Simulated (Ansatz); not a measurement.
Problem. Name a neutral molecule of Mg, N, S and H with size of the dipole moment (B3LYP/def2-TZVPP) between 1.65 and 1.95 D and LUMO energy (ωB97M-V/def2-TZVPP) between 0.05 and 0.35 eV (Ansatz, PBE0-D4/def2-TZVP geometry).

Solution. `[NH2][Mg][SH]` (1.81 D, 0.19 eV). Other molecules can fit too; these were computed, each in one conformer that needn't be the lowest.

B3LYP here is the variant with VWN-RPA as its local correlation; programs differ in this.
